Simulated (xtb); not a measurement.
C4H10, SMILES C(C)(C)C. All values are semi-empirical tight-binding results from xtb (GFN2-xTB unless named), good for trends rather than for accurate numbers. Coordinates come from a GFN2-xTB optimisation.

Optimised geometry:

```xyz
14

C     -1.2538     0.7239    -0.0994
C      0.0000     0.0000     0.3848
C      1.2538     0.7239    -0.0994
C      0.0000    -1.4478    -0.0994
H     -1.2677     1.7504     0.2602
H     -1.2837     0.7411    -1.1871
H     -2.1497     0.2226     0.2602
H      0.0000     0.0000     1.4808
H      1.2677     1.7504     0.2602
H      1.2837     0.7411    -1.1871
H      2.1497     0.2226     0.2602
H      0.8821    -1.9731     0.2602
H     -0.8821    -1.9731     0.2602
H      0.0000    -1.4822    -1.1871
```

Computed properties:
| Quantity | Result |
|---|---|
| point group as xtb finds it | C3v |
| orbital gap | 14.15 eV |
| dipole moment | 0.04 D |
| zero-point energy | 81.9 kcal/mol |
| G − E(el) at 298.15 K (modified RRHO) | 65.2 kcal/mol |
| static polarisability (D4 model) | 51.8 bohr³ |
| solvation energy, GFN2-xTB/ALPB(water) | -0.1 kcal/mol |
| solvation energy, GFN2-xTB/ALPB(benzene) | -3.2 kcal/mol |

**Question.** Give the IR lines (harmonic; lines under 4 % of the strongest left out, lines within 3 cm⁻¹ merged). (The exact figures need the calculation; the answer reports its results.)

**Answer.** ν (cm⁻¹): 1193 (w), 1333 (w), 1410 (w), 2926 (m), 3024 (w), 3032 (vs), 3037 (vs) (against the strongest line: vs over 80 %, s over 45 %, m over 15 %, w over 4 %, vw less)

Computed atomic charges and the Wiberg bond orders between heavy atoms:
charges (e) C1 -0.11, C2 0.00, C3 -0.11, C4 -0.11, H5 0.03, H6 0.03, H7 0.03, H8 0.02, H9 0.03, H10 0.03, H11 0.03, H12 0.03, H13 0.03, H14 0.03. Bond orders C1–C2 1.01, C2–C3 1.01, C2–C4 1.01.
